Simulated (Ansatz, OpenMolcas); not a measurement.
OF2 (oxygen difluoride): from total energies to a heat of formation

OF2 has 3 atoms, charge 0, and is taken as a singlet. As SMILES, `FOF`. Geometry: relaxed at PBE0-D4/def2-TZVP.

```tsv
atom	x (Å)	y (Å)	z (Å)
F	0.9533	-0.3400	0.4883
O	0.0005	0.5639	0.0620
F	-0.9538	-0.2240	-0.5503
```

Total energies at HF/3-21G (OpenMolcas 26.06); the atoms run unrestricted:

| species | state | energy (Eh) |
| --- | --- | --- |
| OF2 | singlet | -272.007253 |
| F | doublet | -98.845009 |
| O | triplet | -74.393657 |

Harmonic wavenumbers at PBE0-D4/def2-TZVP, in cm⁻¹: 508, 948, 1066.

Measured heats of formation of the gaseous atoms at 298.15 K, in kJ/mol: F 79.4, O 249.2. Spin-orbit lowering of the atoms at 298 K (mean of the ground term's levels less their thermal mean, from spectra), in kJ/mol: F 1.29, O 0.40. Take 1 Eh = 2625.50 kJ/mol, 1 cm⁻¹ = 0.0119627 kJ/mol, RT = 2.479 kJ/mol.

Task: Work out the heat of formation of the gas at 298 K.

Result: 
1. Electronic atomisation energy: 2 × (-98.845009) + (-74.393657) − (-272.007253) = -0.076422 Eh = -200.6 kJ/mol.
2. Zero-point energy: half the sum of the wavenumbers, 1261 cm⁻¹ = 15.1 kJ/mol.
3. Thermal vibrational enthalpy, Σ hcν̃/(exp(hcν̃/kT) − 1): 0.8 kJ/mol. Translation, rotation and pV of a non-linear molecule: 4 RT = 9.9 kJ/mol.
4. The 3 free atoms carry 5/2 RT each: 18.6 kJ/mol.
5. Spin-orbit coupling lowers the free atoms by 2 × 1.29 + 0.40 = 3.0 kJ/mol.
6. Atomisation enthalpy at 298 K: -200.6 − 3.0 − 15.1 − 0.8 − 9.9 + 18.6 = -210.8 kJ/mol.
7. Sum of the atoms' heats of formation: 408.0 kJ/mol. Heat of formation: 408.0 − -210.8 = +618.8 kJ/mol.

The tabulated value is +24.7 kJ/mol (Active Thermochemical Tables), so this level is off by +594.1 kJ/mol, or 155.0 % of the atomisation enthalpy. Hartree–Fock leaves out correlation, which is larger in the molecule than in the atoms, so it underbinds and puts the heat of formation too high. A basis without polarisation functions underbinds badly. Anharmonicity and any spin-orbit splitting of the molecule are left out.
